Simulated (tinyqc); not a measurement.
Worked calculation: Hueckel theory of the pi electrons, for the molecule C=C(O)F (SMILES; centres numbered as the heavy atoms are written). Computed by tinyqc, a small Python program that keeps every step. Settings: charge = 0. Command: `OMP_NUM_THREADS=1 python tinyqc.py 29218 29219 out.jsonl` (the two numbers bound the seeds that draw the settings). One thread of a shared host (Intel(R) Xeon(R) Processor @ 2.60GHz), about 0.01 s of CPU time with the checks.

## The Hueckel matrix

Centres:
```
centre  z_r, pi electrons of the neutral centre         h
1C                                            1  0.000000
2C                                            1  0.000000
3O                                            2  2.150000
4F                                            2  3.150000
```

Bonds:
```
i  j         k
1  2         1
2  3  0.780000
2  4  0.750000
```

H_rr = alpha + h_r beta, H_rs = k_rs beta for bonded centres.

Hueckel matrix in units of beta (H = alpha + beta A), order 1C, 2C, 3O, 4F:
```
[[0.000000, 1.000000, 0.000000, 0.000000],
 [1.000000, 0.000000, 0.780000, 0.750000],
 [0.000000, 0.780000, 2.150000, 0.000000],
 [0.000000, 0.750000, 0.000000, 3.150000]]
```

## Orbitals

pi electrons, sum of z_r less the charge = 6

Diagonalise; E = alpha + x beta with beta < 0, so the largest x are filled first; degenerate levels share their electrons. P = sum n_i c_ri c_si; each orbital has its largest coefficient positive (the first on a tie).

x values: [3.368654, 2.376727, 0.723608, -1.168988]

occupations: [2.000000, 2.000000, 2.000000, 0.000000]

coefficients, order 1C, 2C, 3O, 4F:
```
[[0.081511, 0.112638, 0.760240, -0.634589],
 [0.274584, 0.267709, 0.550116, 0.741828],
 [0.175748, 0.920991, -0.300822, -0.174338],
 [0.941845, -0.259652, -0.170041, -0.128820]]
```

charge and bond-order matrix P, order 1C, 2C, 3O, 4F:
```
[[1.194593, 0.941512, -0.221266, -0.163495],
 [0.941512, 0.899384, 0.258657, 0.191124],
 [-0.221266, 0.258657, 1.939213, -0.044916],
 [-0.163495, 0.191124, -0.044916, 1.966811]]
```

## Energy, charges, bond orders

E = sum n x; q_r = z_r - P_rr; bond order p = P_rs; free valence = sqrt(3) - sum of p over the bonds of the atom.

pi energy = 6 alpha + this times beta = 12.937977

pi charges: [-0.194593, 0.100616, 0.060787, 0.033189]

Bond orders and lengths from R = 1.517 - 0.180 p (angstrom, C-C alone):
```
bond         p         R
1-2   0.941512  1.347528
2-3   0.258657         -
2-4   0.191124         -
```

free valence of the carbons: [0.790539, 0.340758]

gap between the highest filled and the next level = 1.892596 |beta|
